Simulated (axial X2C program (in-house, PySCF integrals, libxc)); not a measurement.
**Bond lengths and stretching modes, held linear, of HCP**

Computed with an in-house all-electron X2C program for linear molecules (integrals from PySCF): two-component X2C with atomic mean-field Coulomb and Gaunt terms, Gaussian nuclei, basis H dyall-v3z, C dyall-v3z, P dyall-v3z with contracted cores. Spin-free rows use the one-electron spin-free X2C Hamiltonian.

Masses H 1.008, C 12.000, P 30.974 u. States: 2c Ω = 0 (all partner blocks equally filled); spin-free M_S = 0, Λ = 0 (closed shell).

BHandHLYP, spin-free: energies above the lowest point

```csv
r(H–C) (Å),r(C–P) (Å),E (meV)
1.0472,1.4986,12.86
1.0472,1.5370,2.81
1.0472,1.5754,84.95
1.0740,1.4986,10.92
1.0740,1.5370,0.00
1.0740,1.5754,81.20
1.0740,1.6139,238.14
1.1008,1.4986,35.97
1.1008,1.5370,24.20
1.1008,1.5754,104.49
1.1277,1.5370,71.80
1.1277,1.6139,306.23
```

Q: Fit a quadratic surface with cubic terms in each bond: where is the minimum, and what are the two stretching wavenumbers?

A: At BHandHLYP, spin-free: bonds 1.063 and 1.522 Å; harmonic stretches 1399.3 and 3439.9 cm⁻¹; force constants 6.38, 10.7 and coupling -0.14 mdyn/Å.

The other levels and Hamiltonians give:

```tsv
Hamiltonian	level	r(H–C) (Å)	r(C–P) (Å)	lower stretch (cm⁻¹)	upper stretch (cm⁻¹)
2c	PBE0	1.073	1.535	1357.3	3362.0
2c	HF	1.061	1.513	1452.7	3507.5
2c	BHandHLYP	1.063	1.522	1399.2	3440.0
2c	MP2	1.073	1.559	1252.6	3362.1
spin-free	PBE0	1.073	1.535	1357.5	3361.9
spin-free	HF	1.061	1.513	1452.9	3507.4
spin-free	MP2	1.073	1.559	1252.4	3362.2
```

Each state is one determinant, the lowest of a limited PBE0 search; the stretches come from a fit to these few points and carry an uncertainty of a few per cent. Other orders of the atoms were not compared. MP2 freezes inner shells (threshold -2 hartree). The molecule was held linear; bending was not examined, so a bent shape may lie lower.
